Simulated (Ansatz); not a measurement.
## SbH2⁺, triplet: stretch scan

Starting geometry (PBE0/def2-TZVP stationary point for this spin, not checked as a minimum):

```xyz
3

Sb    0.0000   -0.0136    0.0000
H     0.0000    0.8237   -1.4688
H     0.0000    0.8237    1.4688
```

From there H2 moves along the line of the two atoms named below, all else staying in place; atoms are numbered as listed. Energies are in kcal/mol, counted from the starting geometry at the same level. Kohn–Sham curves are unrestricted where that lies lower.

Basis def2-SVP with its core potentials; Ansatz 0.2.0. Only valence electrons are correlated (noble-gas cores and the filled d shells of p-block atoms frozen). No spin–orbit coupling is included; scalar relativity enters through the core potentials alone.

A value is left out where its run failed or describes another state than the reference as far as symmetry and spin tell, or, spin-broken singlets apart, can't be checked.

In so small a basis the reference is far from its limit while semilocal and hybrid functionals are nearer theirs (RPA and double hybrids share much of the reference's basis error), so the functionals' errors here hold much of the reference's basis and frozen-core error, which can add to them or hide them.

Full CI is exact within this basis and frozen core; it isn't the basis-set limit.

| distance Sb1-H2 (Å) | full CI | PBE | r2SCAN | PBE0 | B3LYP | r2SCANh | wB97M-V | B2PLYP | PBE-QIDH | RPA-PBE |
| --- | --- | --- | --- | --- | --- | --- | --- | --- | --- | --- |
| 1.371 | 29.6 | 31.1 | 29.1 | 29.3 | 30.2 | 28.6 | 28.2 | 29.3 | 27.7 | 30.5 |
| 1.530 | 5.9 | 7.1 | 5.9 | 6.0 | 6.6 | 5.7 | 5.5 | 5.9 | 5.0 | 6.4 |
| 1.691 | 0.0 | 0.0 | 0.0 | 0.0 | 0.0 | 0.0 | 0.0 | 0.0 | 0.0 | 0.0 |
| 1.841 | 2.9 | 1.6 | 2.6 | 2.7 | 2.0 | 2.9 | 3.1 | 2.8 | 3.8 | 2.4 |
| 2.062 | 12.9 | 9.9 | 12.2 | 12.5 | 10.6 | 12.8 | 13.5 | 12.7 | 15.5 | 12.0 |
| 2.307 | 24.5 | 20.0 | 22.6 | 23.4 | 20.4 | 23.3 | 24.7 | 23.4 | 27.4 | 23.3 |
| 2.674 | 34.4 | 29.1 | 32.7 | 32.3 | 29.2 | 33.4 | 33.5 | 31.9 | 35.8 | 32.2 |
| 3.153 | 37.7 | 33.7 | 39.0 | 37.0 | 34.0 | 39.6 | 38.0 | 35.9 | 39.4 | 35.0 |
| 3.783 | 38.6 | 36.3 | 42.1 | 39.7 | 36.8 | 42.9 | 40.2 | 37.9 | 40.9 | 35.3 |
| 4.455 | 38.9 | 37.2 | 43.3 | 40.9 | 38.1 | 44.2 | 41.1 | 38.6 | 41.3 | 33.1 |
| 5.840 | 39.0 | – | – | 41.3 | – | – | 41.4 | 38.8 | 41.5 | – |
